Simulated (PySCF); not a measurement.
Protonated nitrous oxide, HN2O (charge +1).
Numbering: `[NH:1]=[N+:2]=[O:3]` (hydrogens: H4 on N1)

Cartesian coordinates in Å at the PBE0-D3(BJ)/def2-SVP level; atoms count from 1:
```
atom  x, y, z in Å
N1    -0.5460    0.0069   -0.0279
N2     0.5048    0.0046   -0.4182
O3     1.5652    0.0054   -0.8150
H4    -1.5036   -0.0073    0.3437
```

Method used: MP2 and CCSD/aug-cc-pVDZ in PySCF, restricted Hartree–Fock reference, frozen core, non-relativistic, gas phase, PBE0-D3(BJ)/def2-SVP geometry.

E(HF) = -183.91318 Eh.

(1) How large is the problem?

(2) What are the MP2 and CCSD correlation energies?

(3) What is the T1 diagnostic?

Answers

(1) 78 basis functions and 22 electrons; 3 orbitals frozen, which leaves o = 8 correlated occupied and v = 67 virtual orbitals. That is o·v = 536 singles and o·v(o·v + 1)/2 = 143916 distinct closed-shell doubles amplitudes before symmetry; the costliest CCSD step grows as o²v⁴ = 1.3 × 10^9.

(2) MP2 -0.5550 Eh and CCSD -0.5385 Eh, which gives totals of -184.46818 and -184.45166 Eh. That is 0.916 eV for each correlated electron at CCSD (1414 kJ/mol in all, 0.292 % of the total energy); MP2 gives 103.1 % of the CCSD value.

(3) 0.0193, close to the customary warning level of 0.02. It is the norm of the spatial-orbital singles amplitudes over the root of the number of correlated electrons, so the norm is 0.077.

No triples correction and no basis-set extrapolation were made.
